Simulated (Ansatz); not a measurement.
# C3H5F3: up Jacob's ladder to CCSD(T)

Aim: compute C3H5F3 with functionals from several rungs and with coupled cluster, and see how far each lands from CCSD(T) at the basis-set limit for the atomisation energy.

Program: Ansatz 0.2.0, Gaussian basis. Level of theory: functionals in def2-TZVPP, the program's frozen cores in correlated methods. These are calculated values, not measurements.

Plan: PBE-D4, r2SCAN-D4, PBE0-D4, B3LYP-D4, ωB97X-V, ωB97M-V, B2PLYP; CCSD(T)/def2-TZVPP; MP2/def2-QZVPP; extrapolation to the limit.

**1. The relaxed structure**

The geometry comes from an earlier relaxation with PBE0-D4 in a triple-zeta def2 set; it is a stationary point, not always the lowest conformer.

SMILES `CC(F)(F)CF`, 11 atoms, charge 0, spin multiplicity 1.

Atoms are counted from 1 here; the program's logs count them from 0.

Bond lengths: C1–C2 1.504 Å, C1–H7 1.090 Å, C1–H8 1.090 Å, C1–H9 1.090 Å, C2–F3 1.362 Å, C2–F4 1.362 Å, C2–C5 1.515 Å, C5–F6 1.367 Å, C5–H10 1.094 Å, C5–H11 1.094 Å. Angles: C2–C1–H7 110.4°, C2–C1–H8 110.4°, C2–C1–H9 108.6°, H7–C1–H8 109.4°, H7–C1–H9 109.0°, H8–C1–H9 109.0°, C1–C2–F3 109.5°, C1–C2–F4 109.5°, C1–C2–C5 113.5°, F3–C2–F4 106.3°, F3–C2–C5 108.9°, F4–C2–C5 108.9°, C2–C5–F6 110.7°, C2–C5–H10 109.2°, C2–C5–H11 109.2°, F6–C5–H10 109.0°, F6–C5–H11 109.0°, H10–C5–H11 109.8°.

Coordinates:

```
C    -0.5808   -0.1692   -1.1691
C     0.0064    0.5497    0.0140
F    -0.9247    1.3912    0.5436
F     1.0411    1.3343   -0.3974
C     0.5003   -0.3809    1.1024
F     1.0213    0.3311    2.1467
H     0.1668   -0.8148   -1.6307
H    -1.4379   -0.7692   -0.8621
H    -0.9090    0.5715   -1.8984
H     1.2779   -1.0320    0.6931
H    -0.3359   -0.9847    1.4660
```

**2. PBE-D4 (GGA)**

File in.yaml:

```yaml
crystal:
  periodic: [false, false, false]
  atoms:
    - {symbol: C, position_ang: [-0.580823, -0.169238, -1.169125]}
    - {symbol: C, position_ang: [0.006354, 0.549698, 0.014034]}
    - {symbol: F, position_ang: [-0.924706, 1.391239, 0.543592]}
    - {symbol: F, position_ang: [1.041065, 1.334278, -0.397400]}
    - {symbol: C, position_ang: [0.500324, -0.380852, 1.102362]}
    - {symbol: F, position_ang: [1.021309, 0.331084, 2.146746]}
    - {symbol: H, position_ang: [0.166780, -0.814818, -1.630716]}
    - {symbol: H, position_ang: [-1.437901, -0.769185, -0.862148]}
    - {symbol: H, position_ang: [-0.909043, 0.571459, -1.898371]}
    - {symbol: H, position_ang: [1.277931, -1.032024, 0.693145]}
    - {symbol: H, position_ang: [-0.335892, -0.984743, 1.465978]}
basis:
  gaussian: {orbitals: def2-TZVPP}
hamiltonian: {xc: pbe, dispersion: d4}
output: {forces: true, orbitals: {seedname: orbitals}}
```

Command:

```
ansatz run in.yaml --threads 4 --pin off --events-out ev --progress --plain --max-ram 10444MiB
```

The log of the run, shortened:

```text
Functional definition: PBE
  name "PBE"
  cite "Perdew, Burke & Ernzerhof, Phys. Rev. Lett. 77, 3865 (1996) doi:10.1103/PhysRevLett.77.3865"
  parent pbe
[...]
1303 factors; their error is unknown
[...]
mean field -11336.19608516 eV, -416.5975221801 hartree, gradient 9.4e-6 eV, S^2 0.000000; 0 other end points of the search recorded, 0 dependent functions left out
[...]
reference -11336.19611822 eV, -416.5975233949 hartree; 25, 25 occupied and 231, 231 virtual orbitals, 1303 factors
Total energy: -11336.37500789 eV, -416.6040974690 hartree
Atom 0 at    -0.580823    -0.169238    -1.169125 Å, force    -0.032768    -0.068909    -0.064324 eV/Å
Atom 1 at     0.006354     0.549698     0.014034 Å, force    -0.069247    -0.536380    -0.112097 eV/Å
Atom 2 at    -0.924706     1.391239     0.543592 Å, force    -0.599320     0.506534     0.341977 eV/Å
Atom 3 at     1.041065     1.334278    -0.397400 Å, force     0.665279     0.469912    -0.263320 eV/Å
Atom 4 at     0.500324    -0.380852     1.102362 Å, force    -0.110169    -0.251918    -0.214581 eV/Å
Atom 5 at     1.021309     0.331084     2.146746 Å, force     0.279805     0.354035     0.562649 eV/Å
Atom 6 at     0.166780    -0.814818    -1.630716 Å, force     0.135129    -0.138431    -0.104374 eV/Å
Atom 7 at    -1.437901    -0.769185    -0.862148 Å, force    -0.172333    -0.129585     0.042879 eV/Å
Atom 8 at    -0.909043     0.571459    -1.898371 Å, force    -0.069416     0.140351    -0.153381 eV/Å
Atom 9 at     1.277931    -1.032024     0.693145 Å, force     0.168783    -0.178096    -0.104970 eV/Å
Atom 10 at    -0.335892    -0.984743     1.465978 Å, force    -0.195742    -0.167513     0.069540 eV/Å
Dipole moment:    -0.171591    -0.570938    -0.323729 e Å
```

It took 2.6 s on 4 threads of Arm Neoverse V1, shared host; peak memory 0.31 GiB.

With the free atoms at this level, -11289.823 eV in sum, the atomisation energy is 4491.5 kJ/mol. HOMO -7.73 eV, LUMO 0.27 eV.

**3. r2SCAN-D4 (meta-GGA)**

in.yaml: that of step 2 with these lines changed.

```diff
@@ -16,3 +16,3 @@
   gaussian: {orbitals: def2-TZVPP}
-hamiltonian: {xc: pbe, dispersion: d4}
+hamiltonian: {xc: r2scan, dispersion: d4}
 output: {forces: true, orbitals: {seedname: orbitals}}
```

Same command.

The log of the run, shortened:

```text
Functional definition: r2SCAN
  name "r2SCAN"
  cite "Furness, Kaplan, Ning, Perdew & Sun, J. Phys. Chem. Lett. 11, 8208 (2020) doi:10.1021/acs.jpclett.0c02405"
  cite "Furness, Kaplan, Ning, Perdew & Sun, J. Phys. Chem. Lett. 11, 9248 (2020) doi:10.1021/acs.jpclett.0c03077"
  parent r2scan
[...]
1303 factors; their error is unknown
[...]
mean field -11342.98551056 eV, -416.8470289615 hartree, gradient 6.0e-5 eV, S^2 0.000000; 0 other end points of the search recorded, 0 dependent functions left out
[...]
reference -11342.98551982 eV, -416.8470293015 hartree; 25, 25 occupied and 231, 231 virtual orbitals, 1303 factors
Total energy: -11343.03059812 eV, -416.8486858987 hartree
Atom 0 at    -0.580823    -0.169238    -1.169125 Å, force    -0.049773    -0.060110    -0.100391 eV/Å
Atom 1 at     0.006354     0.549698     0.014034 Å, force    -0.034603    -0.374861    -0.049532 eV/Å
Atom 2 at    -0.924706     1.391239     0.543592 Å, force    -0.254419     0.245506     0.169510 eV/Å
Atom 3 at     1.041065     1.334278    -0.397400 Å, force     0.302810     0.229370    -0.097172 eV/Å
Atom 4 at     0.500324    -0.380852     1.102362 Å, force    -0.101836    -0.260898    -0.196594 eV/Å
Atom 5 at     1.021309     0.331084     2.146746 Å, force     0.126820     0.217143     0.251565 eV/Å
Atom 6 at     0.166780    -0.814818    -1.630716 Å, force    -0.011158     0.012063     0.010080 eV/Å
Atom 7 at    -1.437901    -0.769185    -0.862148 Å, force     0.015274     0.011416    -0.002592 eV/Å
Atom 8 at    -0.909043     0.571459    -1.898371 Å, force     0.007855    -0.008041     0.016738 eV/Å
Atom 9 at     1.277931    -1.032024     0.693145 Å, force     0.009162    -0.006029    -0.005400 eV/Å
Atom 10 at    -0.335892    -0.984743     1.465978 Å, force    -0.010132    -0.005559     0.003788 eV/Å
Dipole moment:    -0.179383    -0.596957    -0.338423 e Å
```

Wall time 5.5 s (4 threads of Arm Neoverse V1, shared host); peak memory 0.34 GiB.

Atomisation energy: 4377.7 kJ/mol (free atoms -11297.659 eV, run apart). HOMO -8.11 eV, LUMO 1.00 eV.

**4. PBE0-D4 (hybrid)**

in.yaml: that of step 3 with these lines changed.

```diff
@@ -16,3 +16,3 @@
   gaussian: {orbitals: def2-TZVPP}
-hamiltonian: {xc: r2scan, dispersion: d4}
-output: {forces: true, orbitals: {seedname: orbitals}}
+hamiltonian: {xc: pbe0, dispersion: d4}
+output: {orbitals: {seedname: orbitals}}
```

Launched as before.

The log of the run:

```text
Functional definition: PBE0
  name "PBE0"
  cite "Adamo & Barone, J. Chem. Phys. 110, 6158 (1999) doi:10.1063/1.478522"
  cite "Perdew, Burke & Ernzerhof, Phys. Rev. Lett. 77, 3865 (1996) doi:10.1103/PhysRevLett.77.3865"
  parent pbe
  parameter a = 0.25
  parameter kappa = 0.804
  parameter beta = 0.06672455060314922
  exchange = (1 - a)*pbe_x(kappa = kappa, mu = beta*pi^2/3) + a*exact_x
  correlation = pbe_c(beta = beta)
1303 factors; their error is unknown
mean field evaluation 1: about -11331.3926 eV, gradient 5.2e1 eV
mean field evaluation 2: about -11331.5932 eV, gradient 5.1e1 eV
mean field evaluation 4: about -11336.5998 eV, gradient 2.6e0 eV
mean field evaluation 8: about -11336.6099 eV, gradient 1.2e-1 eV
mean field evaluation 16: about -11336.6238 eV, gradient 4.6e-4 eV
mean field -11336.62378054 eV, -416.6132396951 hartree, gradient 4.6e-5 eV, S^2 0.000000; 0 other end points of the search recorded, 0 dependent functions left out
reference -11336.62380441 eV, -416.6132405725 hartree; 25, 25 occupied and 231, 231 virtual orbitals, 1303 factors
Total energy: -11336.77203457 eV, -416.6186879302 hartree
```

Run time: 3.1 s. Hardware: 4 threads of Arm Neoverse V1, shared host; peak memory 0.59 GiB.

Atomisation energy: 4381.6 kJ/mol (free atoms -11291.360 eV, run apart). HOMO -9.48 eV, LUMO 1.06 eV.

**5. B3LYP-D4 (hybrid)**

B3LYP here takes the VWN-RPA correlation.

in.yaml: that of step 4 with these lines changed.

```diff
@@ -16,3 +16,3 @@
   gaussian: {orbitals: def2-TZVPP}
-hamiltonian: {xc: pbe0, dispersion: d4}
-output: {orbitals: {seedname: orbitals}}
+hamiltonian: {xc: {name: B3LYP}, dispersion: d4}
+output: {forces: true, orbitals: {seedname: orbitals}}
```

Launched as before.

The log of the run, shortened:

```text
Functional definition: B3LYP
  name "B3LYP"
  cite "Stephens, Devlin, Chabalowski & Frisch, J. Phys. Chem. 98, 11623 (1994) doi:10.1021/j100096a001"
  cite "Becke, Phys. Rev. A 38, 3098 (1988) doi:10.1103/PhysRevA.38.3098"
  cite "Lee, Yang & Parr, Phys. Rev. B 37, 785 (1988) doi:10.1103/PhysRevB.37.785"
  cite "Vosko, Wilk & Nusair, Can. J. Phys. 58, 1200 (1980) doi:10.1139/p80-159"
[...]
1303 factors; their error is unknown
[...]
mean field -11348.34045416 eV, -417.0438195089 hartree, gradient 1.8e-5 eV, S^2 0.000000; 0 other end points of the search recorded, 0 dependent functions left out
[...]
reference -11348.34067903 eV, -417.0438277727 hartree; 25, 25 occupied and 231, 231 virtual orbitals, 1303 factors
Total energy: -11348.62515298 eV, -417.0542819977 hartree
Atom 0 at    -0.580823    -0.169238    -1.169125 Å, force    -0.092151    -0.090581    -0.187061 eV/Å
Atom 1 at     0.006354     0.549698     0.014034 Å, force    -0.019969    -0.315563    -0.022561 eV/Å
Atom 2 at    -0.924706     1.391239     0.543592 Å, force    -0.305856     0.270817     0.172516 eV/Å
Atom 3 at     1.041065     1.334278    -0.397400 Å, force     0.338544     0.252167    -0.135907 eV/Å
Atom 4 at     0.500324    -0.380852     1.102362 Å, force    -0.100950    -0.372815    -0.187864 eV/Å
Atom 5 at     1.021309     0.331084     2.146746 Å, force     0.159564     0.198737     0.321054 eV/Å
Atom 6 at     0.166780    -0.814818    -1.630716 Å, force    -0.045764     0.025987     0.014705 eV/Å
Atom 7 at    -1.437901    -0.769185    -0.862148 Å, force     0.041181     0.023622    -0.026944 eV/Å
Atom 8 at    -0.909043     0.571459    -1.898371 Å, force     0.010816    -0.047811     0.025286 eV/Å
Atom 9 at     1.277931    -1.032024     0.693145 Å, force    -0.045437     0.029317     0.038664 eV/Å
Atom 10 at    -0.335892    -0.984743     1.465978 Å, force     0.060022     0.026123    -0.011889 eV/Å
Dipole moment:    -0.183585    -0.616045    -0.346037 e Å
```

It took 4.8 s on 4 threads of Arm Neoverse V1, shared host; peak memory 0.71 GiB.

Atomisation energy: 4344.2 kJ/mol (free atoms -11303.600 eV, run apart). HOMO -9.28 eV, LUMO 0.69 eV.

**6. ωB97X-V (range-separated)**

in.yaml: that of step 5 with these lines changed.

```diff
@@ -16,3 +16,3 @@
   gaussian: {orbitals: def2-TZVPP}
-hamiltonian: {xc: {name: B3LYP}, dispersion: d4}
-output: {forces: true, orbitals: {seedname: orbitals}}
+hamiltonian: {xc: {name: wB97X-V}}
+output: {orbitals: {seedname: orbitals}}
```

Same command.

The log of the run, shortened:

```text
Functional definition: wB97X-V
  name "wB97X-V"
  cite "Mardirossian & Head-Gordon, Phys. Chem. Chem. Phys. 16, 9904 (2014) doi:10.1039/C3CP54374A"
  cite "Becke, J. Chem. Phys. 107, 8554 (1997) doi:10.1063/1.475007"
  cite "Vydrov & Van Voorhis, J. Chem. Phys. 133, 244103 (2010) doi:10.1063/1.3521275"
[...]
      + integral(e_c_pw_opposite_spin*poly(b97_u_opposite, cos0, cos1)) + vv10(b, c)
1303 factors; their error is unknown
303 factors; integrals over basis functions are off by at most 7.6e-6 eV
[...]
mean field -11344.68160599 eV, -416.9093593188 hartree, gradient 6.1e-5 eV, S^2 0.000000; 0 other end points of the search recorded, 0 dependent functions left out
reference -11344.68160437 eV, -416.9093592592 hartree; 25, 25 occupied and 231, 231 virtual orbitals, 1303 factors
Total energy: -11344.68160437 eV, -416.9093592592 hartree
```

Run time: 8 s. Hardware: 4 threads of Arm Neoverse V1, shared host; peak memory 0.74 GiB.

With the free atoms at this level, -11299.383 eV in sum, the atomisation energy is 4370.6 kJ/mol. HOMO -11.98 eV, LUMO 2.91 eV.

**7. ωB97M-V (range-separated)**

in.yaml: that of step 6 with these lines changed.

```diff
@@ -16,3 +16,3 @@
   gaussian: {orbitals: def2-TZVPP}
-hamiltonian: {xc: {name: wB97X-V}}
-output: {orbitals: {seedname: orbitals}}
+hamiltonian: {xc: {name: wB97M-V}}
+output: {forces: true, orbitals: {seedname: orbitals}}
```

The command is unchanged.

The log of the run, shortened:

```text
Functional definition: wB97M-V
  name "wB97M-V"
  cite "Mardirossian & Head-Gordon, J. Chem. Phys. 144, 214110 (2016) doi:10.1063/1.4952647"
  cite "Becke, J. Chem. Phys. 107, 8554 (1997) doi:10.1063/1.475007"
  cite "Vydrov & Van Voorhis, J. Chem. Phys. 133, 244103 (2010) doi:10.1063/1.3521275"
  # Of w^i u^j: cxij and so on, Table III.
[...]
  gx(w, u) = 1 - cx + cx01*u + cx10*w
  gss(w, u) = css00 + css04*u^4 + css10*w + css20*w^2 + css43*w^4*u^3
  gos(w, u) = cos00 + cos10*w + (cos20 + cos21*u)*w^2 + (cos60 + cos61*u)*w^6
[...]
      + integral(e_c_pw_mod_opposite_spin*gos(b97_w_opposite, b97_u_opposite)) + vv10(b, c)
1303 factors; their error is unknown
303 factors; integrals over basis functions are off by at most 7.6e-6 eV
[...]
Atom 1 at     0.006354     0.549698     0.014034 Å, force    -0.000859    -0.213838     0.011220 eV/Å
Atom 2 at    -0.924706     1.391239     0.543592 Å, force    -0.153875     0.136672     0.094850 eV/Å
Atom 3 at     1.041065     1.334278    -0.397400 Å, force     0.176641     0.127118    -0.063308 eV/Å
Atom 4 at     0.500324    -0.380852     1.102362 Å, force    -0.085589    -0.295341    -0.160537 eV/Å
Atom 5 at     1.021309     0.331084     2.146746 Å, force     0.092579     0.159795     0.183564 eV/Å
Atom 6 at     0.166780    -0.814818    -1.630716 Å, force    -0.045701     0.048231     0.041941 eV/Å
Atom 7 at    -1.437901    -0.769185    -0.862148 Å, force     0.063389     0.045224    -0.010303 eV/Å
Atom 8 at    -0.909043     0.571459    -1.898371 Å, force     0.027326    -0.048314     0.059790 eV/Å
Atom 9 at     1.277931    -1.032024     0.693145 Å, force    -0.067864     0.058744     0.025968 eV/Å
Atom 10 at    -0.335892    -0.984743     1.465978 Å, force     0.065569     0.054735    -0.037972 eV/Å
Dipole moment:    -0.182649    -0.613475    -0.344240 e Å
```

Wall time 12 s (4 threads of Arm Neoverse V1, shared host); peak memory 0.9 GiB.

With the free atoms at this level, -11299.407 eV in sum, the atomisation energy is 4372.8 kJ/mol. HOMO -11.90 eV, LUMO 2.47 eV.

**8. B2PLYP (double hybrid)**

in.yaml: that of step 7 with these lines changed.

```diff
@@ -16,3 +16,2 @@
   gaussian: {orbitals: def2-TZVPP}
-hamiltonian: {xc: {name: wB97M-V}}
-output: {forces: true, orbitals: {seedname: orbitals}}
+hamiltonian: {xc: {name: B2PLYP}}
```

Same command.

The log of the run, shortened:

```text
Functional definition: B2PLYP
  name "B2PLYP"
  cite "Grimme, J. Chem. Phys. 124, 034108 (2006) doi:10.1063/1.2148954"
  cite "Becke, Phys. Rev. A 38, 3098 (1988) doi:10.1103/PhysRevA.38.3098"
  cite "Lee, Yang & Parr, Phys. Rev. B 37, 785 (1988) doi:10.1103/PhysRevB.37.785"
[...]
1591 factors; integrals over basis functions are off by at most 8.1e-4 eV
[...]
mean field -11330.02284695 eV, -416.3706598601 hartree, gradient 6.8e-6 eV, S^2 0.000000; 0 other end points of the search recorded, 0 dependent functions left out
6 core orbitals not correlated: weight in the atoms' cores, before any rotation towards them, 1.000 or more for the frozen orbitals, at most 0.000 for the correlated occupied ones
reference -11330.02298736 eV, -416.3706650202 hartree; 19, 19 occupied and 231, 231 virtual orbitals, 1591 factors
second order -40.47488069 eV of doubles, -0.00000000 eV of singles
Total energy: -11340.95120515 eV, -416.7722696165 hartree
```

Run time: 6 s. Hardware: 4 threads of Arm Neoverse V1, shared host; peak memory 0.72 GiB.

With the free atoms at this level, -11296.259 eV in sum, the atomisation energy is 4312.1 kJ/mol.

**9. Frontier levels by functional**

Dipoles come from the runs that computed forces. Levels, from each run's orbital file:

| functional | HOMO (eV) | LUMO (eV) | gap (eV) | dipole (D) |
| --- | --- | --- | --- | --- |
| PBE-D4 | -7.73 | 0.27 | 8.00 | 3.26 |
| r2SCAN-D4 | -8.11 | 1.00 | 9.11 | 3.41 |
| PBE0-D4 | -9.48 | 1.06 | 10.54 |  |
| B3LYP-D4 | -9.28 | 0.69 | 9.96 | 3.51 |
| ωB97X-V | -11.98 | 2.91 | 14.89 |  |
| ωB97M-V | -11.90 | 2.47 | 14.36 | 3.49 |

**10. CCSD(T) in def2-TZVPP**

in.yaml: that of step 8 with these lines changed.

```diff
@@ -16,2 +16,2 @@
   gaussian: {orbitals: def2-TZVPP}
-hamiltonian: {xc: {name: B2PLYP}}
+correlation: {method: ccsd_t}
```

Same command.

The log of the run, shortened:

```text
Functional definition: HF
  name "HF"
  cite "Fock, Z. Phys. 61, 126 (1930) doi:10.1007/BF01340294"
  parent pbe
[...]
1591 factors; integrals over basis functions are off by at most 8.1e-4 eV
[...]
mean field -11293.09467195 eV, -415.0135744595 hartree, gradient 8.6e-6 eV, S^2 0.000000; 0 other end points of the search recorded, 0 dependent functions left out
6 core orbitals not correlated: weight in the atoms' cores, before any rotation towards them, 1.000 or more for the frozen orbitals, at most 0.000 for the correlated occupied ones
reference -11293.09467195 eV, -415.0135744595 hartree; 19, 19 occupied and 231, 231 virtual orbitals, 1591 factors
second order -34.03432304 eV of doubles, -0.00000000 eV of singles
cycle   1  -34.00275009 eV  change    3.2e-2 eV  update   1.1e-1
[...]
cycle   9  -34.83454522 eV  change   -3.5e-6 eV  update   1.5e-5
perturbative correction -1.15324718 eV, -0.0423810521 hartree
Total energy: -11329.08246434 eV, -416.3361014367 hartree
```

It took 5.3 min on 4 threads of Arm Neoverse V1, shared host; peak memory 6.7 GiB.

**11. MP2 in def2-QZVPP**

in.yaml: that of step 10 with these lines changed.

```diff
@@ -15,3 +15,3 @@
 basis:
-  gaussian: {orbitals: def2-TZVPP}
-correlation: {method: ccsd_t}
+  gaussian: {orbitals: "def2-QZVPP.json"}
+correlation: {method: mp2}
```

Launched as before.

The log of the run:

```text
Functional definition: HF
  name "HF"
  cite "Fock, Z. Phys. 61, 126 (1930) doi:10.1007/BF01340294"
  parent pbe
  exchange = exact_x
  correlation = 0
3012 factors; integrals over basis functions are off by at most 6.0e-4 eV
mean field evaluation 1: about -11289.7816 eV, gradient 4.2e1 eV
mean field evaluation 2: about -11289.9306 eV, gradient 4.2e1 eV
mean field evaluation 4: about -11293.5309 eV, gradient 4.6e0 eV
mean field evaluation 8: about -11293.5917 eV, gradient 2.5e-1 eV
mean field -11293.59189513 eV, -415.0318470745 hartree, gradient 2.4e-6 eV, S^2 0.000000; 0 other end points of the search recorded, 0 dependent functions left out
6 core orbitals not correlated: weight in the atoms' cores, before any rotation towards them, 1.000 or more for the frozen orbitals, at most 0.000 for the correlated occupied ones
reference -11293.59189513 eV, -415.0318470745 hartree; 19, 19 occupied and 467, 467 virtual orbitals, 3012 factors
second order -36.91953055 eV of doubles, -0.00000000 eV of singles
Total energy: -11330.51142568 eV, -416.3886147974 hartree
```

It took 29 s on 4 threads of Arm Neoverse V1, shared host; peak memory 3.4 GiB.

The pieces so far (eV):

| basis | HF | MP2 correlation | CCSD correlation | (T) | total |
| --- | --- | --- | --- | --- | --- |
| def2-TZVPP | -11293.0947 | -34.0343 | -34.8345 | -1.1532 | -11329.0825 |
| def2-QZVPP | -11293.5919 | -36.9195 |  |  | -11330.5114 (MP2) |

The report of the def2-TZVPP run gives T1 = 0.0110.

**12. The basis-set limit**

This step is arithmetic on the last runs, with X = 3 and 4: exp(−7.88√X) for Hartree-Fock, X^−2.97 for correlation; only MP2 was run in the larger set, so CCSD(T) minus MP2 is added from the smaller one.

| level | energy at the limit (eV) |
| --- | --- |
| HF | -11293.6604 |
| MP2 | -11332.7171 |
| CCSD | -11333.5173 |
| CCSD(T) | -11334.6706 |

**13. All levels against the reference**

Atomisation energy = energies of 3 C, 3 F, 5 H (separate runs, same level) minus the molecule's; electronic only, no spin-orbit term.

Differences are taken before rounding.

| method | rung | atomisation energy (kJ/mol) | from CCSD(T)/CBS (kJ/mol) | time |
| --- | --- | --- | --- | --- |
| PBE-D4 | GGA | 4491.5 | +134.5 | 2.6 s |
| r2SCAN-D4 | meta-GGA | 4377.7 | +20.7 | 5.5 s |
| PBE0-D4 | hybrid | 4381.6 | +24.6 | 3.1 s |
| B3LYP-D4 | hybrid | 4344.2 | -12.8 | 4.8 s |
| ωB97X-V | range-separated | 4370.6 | +13.6 | 8 s |
| ωB97M-V | range-separated | 4372.8 | +15.8 | 12 s |
| B2PLYP | double hybrid | 4312.1 | -44.9 | 6 s |
| HF/def2-TZVPP | wavefunction | 3155.0 | -1202.0 |  |
| MP2/def2-TZVPP | wavefunction | 4360.3 | +3.2 |  |
| CCSD/def2-TZVPP | wavefunction | 4181.9 | -175.1 |  |
| CCSD(T)/def2-TZVPP | wavefunction | 4250.1 | -106.9 | 5.3 min |
| MP2/CBS | wavefunction | 4467.1 | +110.1 |  |
| CCSD(T)/CBS | wavefunction | 4357.0 | 0 | 5.8 min |

Among the levels timed on like hardware and quicker than the yardstick, those that no quicker one beats, quickest first: PBE-D4 (2.6 s, +134.5 kJ/mol); PBE0-D4 (3.1 s, +24.6 kJ/mol); B3LYP-D4 (4.8 s, -12.8 kJ/mol).

B2PLYP carry no dispersion term (for B3LYP, D4 adds 27.4 kJ/mol).

Times are those of the molecule's run; HF, MP2 and CCSD come out of the CCSD(T) runs, and the limit's time is the sum of the runs that it needs.

**14. What came out**

| quantity | value |
| --- | --- |
| atomisation energy, CCSD(T)/CBS | 4357.0 kJ/mol |
| functionals within 21.8 kJ/mol (0.5 %) | r2SCAN-D4, B3LYP-D4, ωB97X-V, ωB97M-V |
| farthest | PBE-D4 (+134.5 kJ/mol) |
| mean size of error, hybrid | 18.7 kJ/mol |
| mean size of error, range-separated | 14.7 kJ/mol |
| gap, smallest and largest | 8.00 eV (PBE-D4), 14.89 eV (ωB97X-V) |
| T1 diagnostic | 0.0110 |
| triples share of the correlation energy | 3.2 % |

What this shows: PBE-D4 is off by +134.5 kJ/mol. Double hybrids carry the basis error of their MP2 part in triple zeta, and no dispersion term here, so their miss is partly the set-up's. Misses under about 21.8 kJ/mol are within the doubt on the reference itself, which lacks core-valence correlation, relativity and higher excitations. Hartree-Fock recovers 72 % of the binding; the rest is correlation. The gap grows from 8.0 to 14.9 eV across the functionals, mostly with the share of exact exchange.

B3LYP-D4 reaches 12.8 kJ/mol from the reference in 4.8 s, where CCSD(T)/CBS took 5.8 min; the quickest level in the cost chart, PBE-D4, takes 2.6 s and misses by 134.5 kJ/mol.
